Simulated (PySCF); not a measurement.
## `InChI=1S/C3H3ClO2/c4-3(6)1-2-5/h1-2,6H/p-1/b3-1+`, charge -1

Molfile (atoms numbered from 1):
```
C3H2ClO2
     RDKit          3D

  8  7  0  0  0  0  0  0  0  0999 V2000
   -2.2020   -0.9412    0.1484 O   0  0  0  0  0  0  0  0  0  0  0  0
   -1.2416   -0.1748    0.0458 C   0  0  0  0  0  0  0  0  0  0  0  0
    0.1131   -0.5458    0.0507 C   0  0  0  0  0  0  0  0  0  0  0  0
    1.2239    0.2517   -0.0590 C   0  0  0  0  0  0  0  0  0  0  0  0
    2.4085    0.0273   -0.0653 O   0  0  0  0  0  0  0  0  0  0  0  0
    0.8063    2.0828   -0.2373 Cl  0  0  0  0  0  0  0  0  0  0  0  0
   -1.4360    0.9110   -0.0613 H   0  0  0  0  0  0  0  0  0  0  0  0
    0.3369   -1.6016    0.1534 H   0  0  0  0  0  0  0  0  0  0  0  0
  1  2  2  0
  2  3  1  0
  3  4  2  0
  4  5  1  0
  4  6  1  0
  2  7  1  0
  3  8  1  0
M  CHG  1   5  -1
M  END
```

The calculation used quadratic response wB97X-D/def2-SVPD first hyperpolarisability, Taylor convention, gas phase (PySCF). Geometry: GFN2-xTB.

For a gas-phase anion, states above the detachment energy (about 3.8 eV, taken as minus the energy of the highest occupied orbital) lie in the continuum and depend on the basis.

Question: Give the tensor of the static β(0;0,0) in the axes of these coordinates.

Answer: In au, Taylor convention; rows are the first index (the induced dipole):
```csv
,xx,yy,zz,xy,xz,yz
x,+115.8,-60.4,+7.0,-98.6,+7.7,+9.1
y,-98.6,-142.4,-25.7,-60.4,+9.1,+11.3
z,+7.7,+11.3,+7.1,+9.1,+7.0,-25.7
```
Norm of βᵢ = ⅓ Σⱼ (βᵢⱼⱼ + βⱼᵢⱼ + βⱼⱼᵢ): 275.3 au, hyper-Rayleigh value 114.5 au.
